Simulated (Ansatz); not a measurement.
System: sulfanylidenemethanone, COS, charge 0, multiplicity 1. SMILES: C(=O)=S
Geometry: optimised at B3LYP-D3(BJ)/def2-TZVP (Ansatz, a quantum-chemistry and plane-wave program).

Computed values are from Ansatz. Valence correlation only, unless marked. UHF or UKS for open shells. Spin-orbit coupling is left out. Non-relativistic. CBS marks a two-point X^-3 extrapolation of the correlation energy; Hartree-Fock from the larger set.

The atomisation energy De comes out as 1396.8 kJ/mol at CCSD(T)/CBS(cc-pV(T+d)Z,cc-pV(Q+d)Z). The total energy is -511.0006 Eh at CCSD(T)/CBS(cc-pV(T+d)Z,cc-pV(Q+d)Z) and the dipole moment is 0.67 D at CCSD(T)/aug-cc-pV(D+d)Z. The T1 diagnostic comes out as 0.019 at CCSD/cc-pV(Q+d)Z and the measured enthalpy of formation, 298 K is -138.5 kJ/mol (G2/97 table in ASE (Curtiss et al.); older table, unchecked). The measured dipole moment is 0.71 D (NIST CCCBDB, as tabulated in the package chemicals; older table, unchecked).
